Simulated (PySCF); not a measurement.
## Structure from NMR data

An unknown has the formula C₄H₆. Its calculated NMR data are:

1H NMR (300 MHz, computed): δ 2.25 (qd, J = 8.5, 4.1 Hz, 2H), 1.62 (t, J = 4.1 Hz, 1H), 1.13 (t, J = 8.5 Hz, 3H).

13C{1H} NMR (computed): δ 88.7 (C), 71.1 (CH), 16.6 (CH3), 16.2 (CH2).

Computed data (PySCF 2.14.0 with density-fitted response routines): spin–spin couplings from B3LYP/pcJ-1 (without the spin–dipole term), structure optimised with PBE0-D3(BJ)/def2-SVP, shieldings: GIAO B97-2/pcSseg-2. Equivalent nuclei averaged, isolated molecule, relativity neglected, a single conformation.

Chemical shifts δ = σref − σ; 1H (σref 31.36), 13C (σref 183.46) vs TMS, all at this level.

Problem. What is the structure?

Solution. 
- Rings plus π bonds: 2 (no ring in the answer).
- 4 carbon signals for 4 carbons: no two carbons are equivalent.
- Carbon types of the structure: 1 × C, 1 × CH, 1 × CH2, 1 × CH3, which accounts for all hydrogens.
- δC 88.7: alkyne carbon; the triple bond shields along its axis, which puts it between sp3 and sp2 carbons.
- δC 71.1: terminal alkyne carbon; the triple bond shields along its axis, which puts it between sp3 and sp2 carbons.
- δC 16.6: methyl carbon; a saturated carbon with 1 carbon neighbour and no heteroatom attached.
- δC 16.2: propargylic sp3 CH2; aliphatic region, no heteroatom directly attached.
- δH 2.25: hydrogen on a propargylic sp3 CH2.
- δH 1.62: hydrogen on a terminal alkyne carbon; it lies on the axis of the triple bond, in its shielding cone.
- δH 1.13: hydrogen on a methyl carbon.
- The protons at 2.25 and 1.13 share a coupling of 8.5 Hz (vicinal).

These data were computed for `C#CCC`.

Multiplet labels drop couplings under 1 Hz and merge nearly equal ones. Unscaled 3J(H,H) at this level run about 10 % above measured values. Shifts are as computed. Against solution values, carbons near 30 ppm lie about +4 ppm off and those near 130 ppm about +7 ppm. Of 1211 compounds with measured shifts, 218 miss one by over three times the rms of a fit or turn the order of signals round; such compounds aren't used in these exercises.
